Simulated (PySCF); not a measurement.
# How exact exchange moves a shielding

Molecule: SMILES C=C(F)C=O, C₃H₃FO.

Numbering as in the mapped SMILES `[CH2:1]=[C:2]([F:3])[CH:4]=[O:5]` (H(Xn): hydrogen on atom n). Ha(C1) is cis to F3; Hb(C1) is trans to F3.

GIAO shieldings (ppm, equivalent atoms averaged) in PySCF 2.14 on the PBE0-D3(BJ)/def2-SVP geometry, basis pcSseg-2, gas phase, non-relativistic:

| functional | exact exchange (%) | σ(C4) | σ(C2) | σ(F3) |
| --- | --- | --- | --- | --- |
| BLYP | 0 | -18.2 | 0.3 | 279.0 |
| BP86 | 0 | -14.2 | 6.1 | 278.4 |
| PBE | 0 | -14.8 | 5.9 | 276.4 |
| PBE0 | 25 | -11.7 | 11.5 | 300.7 |
| mPW1PW91 | 25 | -12.2 | 10.8 | 301.4 |
| BHandHLYP | 50 | -11.6 | 12.1 | 324.4 |
| HF | 100 | -1.2 | 25.9 | 358.4 |

Task: Fit each shielding as a line in the percentage of exact exchange.

Result: σ(C4) = -15.9 + 0.14 x (rms 1.6 ppm); σ(C2) = 4.4 + 0.21 x (rms 2.2 ppm); σ(F3) = 279.3 + 0.82 x (rms 2.3 ppm). The functionals also differ in their semilocal parts, which the line can't hold; Hartree–Fock has no correlation at all.

Task: What does the line predict for B3LYP (20 %), and what does the run give?

Result: σ(C4): -13.1 predicted, -15.9 computed; σ(C2): 8.6 predicted, 4.9 computed; σ(F3): 295.7 predicted, 298.8 computed ppm.
